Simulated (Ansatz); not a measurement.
Consider the isomerisation: `C=CCCC` → `C1CCCC1`.

Gas-phase electronic energies from Ansatz, PBE0-D4/def2-TZVP geometries. CCSD(T)/CBS is the MP2 limit (def2-TZVPP, def2-QZVPP) plus CCSD(T) − MP2 in def2-TZVPP, frozen cores. DFT in def2-TZVPP. B3LYP here is the variant with VWN-RPA as its local correlation; programs differ in this. HSE06 is defined as in plane-wave codes. One conformer a species, not always the lowest.

**Question.** Is it downhill or uphill in electronic energy at CCSD(T)/CBS, and by how much? (Estimate.)

**Answer.** Ansatz gave: Downhill: ΔE = -60.6 kJ/mol.

**Question.** What do these levels give: ωB97M-V, r2SCAN, PBE0, B3LYP, r2SCANh, r2SCAN0, HSE06, CCSD/def2-SVP, CCSD(T)/def2-SVP, HF/def2-TZVPP, SCS-MP2/def2-QZVPP, HF/CBS(def2)? (An estimate is asked.)

**Answer.** Ansatz gave: ωB97M-V -65.2, r2SCAN -62.2, PBE0 -72.2, B3LYP -43.8, r2SCANh -65.8, r2SCAN0 -71.0, HSE06 -72.2, CCSD/def2-SVP -65.1, CCSD(T)/def2-SVP -63.7, HF/def2-TZVPP -44.2, SCS-MP2/def2-QZVPP -62.7, HF/CBS(def2) -43.5 kJ/mol.

Largest T1 diagnostic among the species: 0.009.

From PBE to PBE0 (25 % exact exchange), in def2-TZVPP and without D4, ΔE moves by −11.7 kJ/mol. In def2-TZVPP, CCSD(T) changes the Hartree–Fock value by −18.0 kJ/mol (the triples alone add +0.6 kJ/mol) and MP2 by −27.3 kJ/mol.
